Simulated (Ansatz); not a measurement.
Ansatz (a program for electronic structure) input (wB97X-V/def2-TZVPD):

Ansatz 0.2 input:
```yaml
crystal:
  periodic: [false, false, false]
  atoms:
    - {symbol: C, position_ang: [0.76790855, 1.82364016, -0.04391624]}
    - {symbol: C, position_ang: [0.62963155, 0.35318691, 0.11098407]}
    - {symbol: C, position_ang: [-0.69356052, -0.31211522, -0.02058613]}
    - {symbol: C, position_ang: [-0.62001186, -1.83764647, -0.04651647]}
    - {symbol: H, position_ang: [1.81220535, 2.13398295, -0.09839861]}
    - {symbol: H, position_ang: [-1.61297326, -2.28227293, -0.13047803]}
    - {symbol: H, position_ang: [0.31242600, 2.36960137, 0.79757930]}
    - {symbol: H, position_ang: [0.25812005, 2.18196566, -0.94536723]}
    - {symbol: H, position_ang: [-0.15856476, -2.22048302, 0.86655326]}
    - {symbol: H, position_ang: [-0.02182378, -2.18418515, -0.89153036]}
    - {symbol: H, position_ang: [1.45672822, -0.21521369, 0.52070677]}
    - {symbol: H, position_ang: [-1.19731332, 0.05244074, -0.92589008]}
    - {symbol: H, position_ang: [-1.35261093, 0.00177164, 0.80703374]}
basis:
  gaussian:
    orbitals: def2-TZVPD
hamiltonian:
  xc: {name: wB97X-V}
magnetization: {spin_polarized: true, initial_magnetization: 1}
output: {forces: true}
```

End of the output:

```
Total energy: -4293.84759181 eV, -157.7959885245 hartree
Atom 0 at     0.767909     1.823640    -0.043916 Å, force    -0.035245     0.088320     0.008520 eV/Å
Atom 1 at     0.629632     0.353187     0.110984 Å, force     0.023707    -0.038350    -0.005100 eV/Å
Atom 2 at    -0.693561    -0.312115    -0.020586 Å, force    -0.096972    -0.045148    -0.000036 eV/Å
Atom 3 at    -0.620012    -1.837646    -0.046516 Å, force     0.022828     0.068890     0.003014 eV/Å
Atom 4 at     1.812205     2.133983    -0.098399 Å, force     0.070586     0.009678    -0.005767 eV/Å
Atom 5 at    -1.612973    -2.282273    -0.130478 Å, force    -0.074145    -0.024304    -0.006511 eV/Å
Atom 6 at     0.312426     2.369601     0.797579 Å, force    -0.018592    -0.001180     0.038584 eV/Å
Atom 7 at     0.258120     2.181966    -0.945367 Å, force    -0.027961     0.005841    -0.058248 eV/Å
Atom 8 at    -0.158565    -2.220483     0.866553 Å, force     0.035946    -0.020030     0.070258 eV/Å
Atom 9 at    -0.021824    -2.184185    -0.891530 Å, force     0.044658    -0.020651    -0.064688 eV/Å
Atom 10 at     1.456728    -0.215214     0.520707 Å, force     0.087055    -0.063449     0.039715 eV/Å
Atom 11 at    -1.197313     0.052441    -0.925890 Å, force    -0.019080     0.021581    -0.063945 eV/Å
Atom 12 at    -1.352611     0.001772     0.807034 Å, force    -0.012786     0.018803     0.044205 eV/Å
Dipole moment:    -0.038128     0.029304     0.024094 e Å
```

It need not be the lowest isomer of its formula.
